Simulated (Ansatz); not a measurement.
This script drives Ansatz 0.2.0 through its Python package.

`md_c3h5n.py`
```python
"""Molecular dynamics of one C3H5N molecule."""

import ansatz
import numpy as np
from rdkit import Chem
from rdkit.Chem import AllChem

BASIS_SET = "def2-SVP"
FUNCTIONAL = "pbe0"
VDW = "d3bj"
N_STEPS = 20
TEMPERATURE_K = 200

# a force-field geometry from the SMILES
rd = Chem.AddHs(Chem.MolFromSmiles("CCC#N"))
AllChem.EmbedMolecule(rd, randomSeed=259)
AllChem.UFFOptimizeMolecule(rd)
c3h5n = ansatz.Crystal.molecule()
for atom, xyz in zip(rd.GetAtoms(), rd.GetConformer().GetPositions()):
    c3h5n = c3h5n.atom(atom.GetSymbol(), xyz.round(5).tolist())

model = (
    c3h5n.calculation()
    .basis(gaussian=BASIS_SET)
    .functional(FUNCTIONAL, dispersion=VDW)
    .md("nvt_langevin", timestep=1.0, steps=N_STEPS, temperature=TEMPERATURE_K, initial_velocities="maxwell_boltzmann", seed=1, friction=0.05)
)
frames = []
model.session().plan().execute(on_event=lambda e: frames.append(e["data"]) if e["event"] == "md_step" else None)
print("t (fs)   E_pot (eV)      E_kin (eV)   T (K)   d(0-1) (A)")
for f in frames[::1]:
    xyz = np.array(f["positions_ang"])
    print(f"{f['time_fs']:6.2f} {f['lagrangian_ev']:14.5f} {f['e_kin_ev']:10.5f} {f['temperature_k']:8.1f} {np.linalg.norm(xyz[0] - xyz[1]):9.4f}")
print("mean temperature", round(float(np.mean([f["temperature_k"] for f in frames])), 1), "K")
```

It is started by `python md_c3h5n.py`. How long does it take on 1 thread of Arm Neoverse N1, on a shared host, and how much memory does it need?

It took about 87 s, with a peak of 0.27 GiB, for 1 run of the engine.

```console
$ python md_c3h5n.py
t (fs)   E_pot (eV)      E_kin (eV)   T (K)   d(0-1) (A)
  0.00    -4673.07506    0.20682    177.8    1.5235
  1.00    -4673.06289    0.19053    163.8    1.5220
  2.00    -4673.03403    0.17229    148.1    1.5211
  3.00    -4673.00912    0.14132    121.5    1.5214
  4.00    -4672.99165    0.16436    141.3    1.5238
  5.00    -4672.97340    0.13290    114.2    1.5254
  6.00    -4672.95201    0.12626    108.5    1.5256
  7.00    -4672.92304    0.10977     94.4    1.5270
  8.00    -4672.89770    0.11303     97.2    1.5293
  9.00    -4672.89605    0.12669    108.9    1.5325
 10.00    -4672.92635    0.15462    132.9    1.5358
 11.00    -4672.95775    0.17719    152.3    1.5378
 12.00    -4672.96108    0.16548    142.2    1.5405
 13.00    -4672.95013    0.11018     94.7    1.5440
 14.00    -4672.95381    0.13705    117.8    1.5471
 15.00    -4672.97192    0.16089    138.3    1.5509
 16.00    -4672.97649    0.19287    165.8    1.5544
 17.00    -4672.95742    0.22498    193.4    1.5565
 18.00    -4672.92646    0.20126    173.0    1.5556
 19.00    -4672.91968    0.20945    180.0    1.5504
 20.00    -4672.95103    0.26215    225.3    1.5424
mean temperature 142.5 K
```

These settings explore the input space; basis and method may be short of convergence. The trajectory is only some femtoseconds long, so its temperature is not equilibrated; where the script doesn't relax first, it starts from a rough generated geometry. The printed temperature counts all 3N degrees of freedom under Langevin dynamics, so the first row lies under the target. With hydrogen a step over 0.5 fs is long.

(Lines on the test bed's own set-up are left out of the output.)
